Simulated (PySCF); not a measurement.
## How methods differ on the electron affinity of C

C⁻ [He] 2s2 2p3 (4S) → C [He] 2s2 2p2 (3P), as a difference of total energies. All numbers are calculated (PySCF 2.14, no relativity, point nucleus, in dyall-av3z). Correlated levels: valence: 1s2 frozen; virtual orbitals above 40 to 60 times the deepest correlated orbital energy dropped. The calculations carry no spin-orbit coupling.

Question: Order these methods by the electron affinity they give, lowest first.
A. CCSD(T) (valence)
B. UHF
C. MP2 (valence)
D. CCSD (valence)

Answer: B (0.452 eV), D (1.148 eV), A (1.221 eV), C (1.265 eV).

Errors of the correlated levels include the incompleteness of this basis and the frozen core.

For comparison: 1.262 eV (measured; photodetachment measurements, as compiled on the Wikipedia data page of electron affinities).
